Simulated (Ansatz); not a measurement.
# Al2H2 (triplet): the correlation ladder, 6-31G

Aim: climb from Hartree-Fock through coupled cluster and multireference methods for Al2H2 (triplet) at one geometry and basis, and see what each rung misses.

Method: 6-31G, core rule «outside noble gas», up to 10 orbitals frozen; program: Ansatz 0.2.0, Gaussian basis.

To be run: UHF; CCSD(T) on ROHF; CCSD(T) on UHF; BCCD(T) on ROHF; CISD; CCSDT(Q) on ROHF; CCSDT(Q) on UHF; CISDTQ; CCSDTQ on ROHF; CASSCF and MRCISD+Q, 8 electrons in 10 orbitals; CASSCF and NEVPT2, 8 electrons in 10 orbitals; Full CI.

9 further runs of the same task are left out: 2 that didn't finish, 7 set aside as unsound or not needed.

### 1 What is computed

The geometry is a PBE0/def2-TZVP stationary point (not a proven minimum) of the parent state, kept for this charge and spin.

4 atoms, charge 0, spin multiplicity 3.

Atoms are counted from 1 here; the program's logs count them from 0.

Bond lengths: Al1–Al2 2.634 Å, Al1–H3 1.617 Å, Al1–H4 1.823 Å, Al2–H4 1.894 Å. Angles: Al2–Al1–H3 148.7°, Al2–Al1–H4 46.0°, H3–Al1–H4 102.7°, Al1–Al2–H4 43.8°, Al1–H4–Al2 90.2°.

### 2 UHF

Contents of in.yaml:

```yaml
crystal:
  periodic: [false, false, false]
  atoms:
    - {symbol: Al, position_ang: [0.000000, 0.092491, 1.264725]}
    - {symbol: Al, position_ang: [0.000000, -0.019298, -1.366900]}
    - {symbol: H, position_ang: [0.000000, -0.688202, 2.680370]}
    - {symbol: H, position_ang: [0.000000, -1.271083, 0.054761]}
basis:
  gaussian: {orbitals: 6-31G}
magnetization: {spin_polarized: true, initial_magnetization: 2}
hamiltonian: {xc: hf}
output: {orbitals: {seedname: orbitals}}
```

Started as:

```
$ ansatz run in.yaml --threads 1 --pin off --events-out ev --progress --plain --max-ram 2393MiB
```

The runs that follow: CCSD(T) on ROHF; CCSD(T) on UHF; BCCD(T) on ROHF; CISD; CCSDT(Q) on ROHF; CCSDT(Q) on UHF; CISDTQ; CCSDTQ on ROHF; CASSCF and MRCISD+Q, 8 electrons in 10 orbitals; CASSCF and NEVPT2, 8 electrons in 10 orbitals; Full CI.

Q: Predict the results of all the runs planned. Wanted: FCI below the RHF energy; RMP2 from FCI; UMP2 from FCI; RCCSD from FCI; RCCSD(T) from FCI; UCCSD(T) from FCI; RCCSDT(Q) from FCI; UCCSDT(Q) from FCI; NEVPT2 valence from FCI.

**Answer**, as computed:

```
                         quantity                                                                                                                 value
         FCI below the RHF energy                                                                                                            -2.6779 eV
                    RMP2 from FCI                                                                                                          +92.7 kJ/mol
                    UMP2 from FCI                                                                                                          +91.5 kJ/mol
                   RCCSD from FCI                                                                                                          +10.9 kJ/mol
                RCCSD(T) from FCI                                                                                                           +4.0 kJ/mol
                UCCSD(T) from FCI                                                                                                           +4.0 kJ/mol
               RCCSDT(Q) from FCI                                                                                                           +0.1 kJ/mol
               UCCSDT(Q) from FCI                                                                                                           +0.1 kJ/mol
          NEVPT2 valence from FCI                                                                                                          +16.9 kJ/mol
        MRCISD+Q valence from FCI                                                                                                           +1.0 kJ/mol
levels within 1 kcal/mol (43 meV)  RCCSD(T), UCCSD(T), BCCD(T), RCCSDT, UCCSDT, CISDTQ, RCCSDT(Q), UCCSDT(Q), RCCSDTQ, MRCISD valence, MRCISD+Q valence
                    T1 diagnostic                                                                                                                 0.060
   effectively unpaired electrons                                                                                                                  2.11
```

What this shows: RCCSD(T) lands +4.0 kJ/mol from the yardstick (1.5 % of the correlation energy). The occupations are near whole numbers, but T1 = 0.060 shows that the orbitals relax strongly. Of the multireference levels listed MRCISD+Q valence comes nearest in total energy (+1.0 kJ/mol), which doesn't show that its space is the better one. These misses are within one basis, not against nature; the frozen cores of restricted and unrestricted runs differ, which can shift their rows.
